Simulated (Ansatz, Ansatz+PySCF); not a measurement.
```xyz
3

N     0.0000    0.0000   -1.2898
N     0.0000    0.0000   -0.0737
O     0.0000    0.0000    1.1931
```

RHF on singlet N2O was run in several spherical basis sets with Ansatz (development build ahead of 0.2.0). Caution for RHF: an unrestricted determinant lies well below; in another basis set an unrestricted determinant lies well below.

Task: Rank the basis sets by the total energy that they give, lowest first, with the distance from the lowest.
A. def2-TZVP
B. cc-pVDZ
C. 6-31G(d)
D. def2-SVP
E. cc-pVTZ

Result: A (0.00 eV), E (0.21 eV), B (1.59 eV), C (2.11 eV), D (6.27 eV).

Totals follow the description of the cores as much as that of the bonds, so this order isn't one of quality for chemistry.
